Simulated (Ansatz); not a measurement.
The input, for Ansatz 0.2.0:

```yaml
crystal:
  periodic: [false, false, false]
  atoms:
    - {symbol: C, position_ang: [0.000000, 0.000000, 0.000000]}
    - {symbol: Li, position_ang: [0.000000, 0.000000, 2.566000]}
basis:
  gaussian: {orbitals: aug-cc-pVTZ}
total_charge: 1
magnetization: {spin_polarized: true, initial_magnetization: 0}
correlation: {method: ccsd_t, electrons: outside_noble_gas}
```

```sh
$ ansatz run in.yaml --threads 1 --pin off --events-out ev --progress --plain --max-ram 2393MiB
```

Log:

```
497 factors; integrals over basis functions are off by at most 1.3e-3 eV
mean field evaluation 1: about -1220.6811 eV, gradient 8.3e0 eV
mean field evaluation 2: about -1220.6810 eV, gradient 8.3e0 eV
mean field evaluation 4: about -1221.0801 eV, gradient 2.9e-1 eV
mean field evaluation 8: about -1221.0811 eV, gradient 2.3e-6 eV
mean field evaluation 16: about -1222.4217 eV, gradient 4.2e-1 eV
mean field evaluation 32: about -1221.0811 eV, gradient 6.6e-3 eV
mean field evaluation 64: about -1219.9243 eV, gradient 2.1e0 eV
mean field evaluation 96: about -1222.3915 eV, gradient 2.7e-4 eV
mean field evaluation 128: about -1222.0796 eV, gradient 7.8e0 eV
mean field evaluation 160: about -1222.2576 eV, gradient 9.6e-1 eV
...
mean field evaluation 544: about -1220.0039 eV, gradient 8.7e-4 eV
mean field evaluation 576: about -1215.5777 eV, gradient 1.0e-3 eV
mean field evaluation 608: about -1221.8215 eV, gradient 2.7e-4 eV
mean field evaluation 640: about -1222.3872 eV, gradient 5.8e-1 eV
mean field evaluation 672: about -1221.7011 eV, gradient 2.4e0 eV
mean field -1222.42374604 eV, -44.9232440783 hartree, gradient 3.1e-6 eV, S^2 0.995885; 20 other end points of the search recorded, 0 dependent functions left out
determinant -1222.42374604 eV, -44.9232440783 hartree, with singles and doubles -1224.96468417 eV, -45.0166218323 hartree
determinant -1222.39146389 eV, -44.9220577313 hartree, with singles and doubles -1224.95759218 eV, -45.0163612067 hartree
determinant -1221.82151971 eV, -44.9011126691 hartree, with singles and doubles -1224.44574233 eV, -44.9975510715 hartree
determinant -1222.42374604 eV, -44.9232440783 hartree, with singles and doubles -1224.94875655 eV, -45.0160365031 hartree
determinant -1222.39146389 eV, -44.9220577313 hartree, with singles and doubles -1224.92013058 eV, -45.0149845181 hartree
determinant -1221.82151971 eV, -44.9011126691 hartree, with singles and doubles -1224.40543315 eV, -44.9960697365 hartree
determinant -1221.08113319 eV, -44.8739039662 hartree, with singles and doubles -1224.35805122 eV, -44.9943284827 hartree
determinant -1220.00390012 eV, -44.8343163810 hartree, with singles and doubles -1223.42695158 eV, -44.9601112021 hartree
2 core orbitals not correlated: weight in the atoms' cores, before any rotation towards them, 1.000 or more for the frozen orbitals, at most 0.000 for the correlated occupied ones
reference -1222.42374604 eV, -44.9232440783 hartree; 2, 2 occupied and 88, 88 virtual orbitals, 497 factors
second order -1.76347157 eV of doubles, -0.00000000 eV of singles
cycle   1  -2.52500707 eV  change    3.4e-6 eV  update   6.1e-6
cycle   2  -2.52499814 eV  change    8.9e-6 eV  update   5.7e-6
cycle   3  -2.52498113 eV  change    1.7e-5 eV  update   4.7e-6
cycle   4  -2.52496707 eV  change    1.4e-5 eV  update   3.0e-6
cycle   5  -2.52496522 eV  change    1.9e-6 eV  update   1.3e-6
perturbative correction -0.16260795 eV, -0.0059757318 hartree
WARN: the results are in doubt because among natural orbitals full CI differs from the method by +0.737 eV
Total energy: -1225.11131920 eV, -45.0220105704 hartree
In doubt: among natural orbitals full CI differs from the method by +0.737 eV
```

Ran on 1 thread of Arm Neoverse V1, shared host: 20 s wall, 0.46 GiB peak host memory.
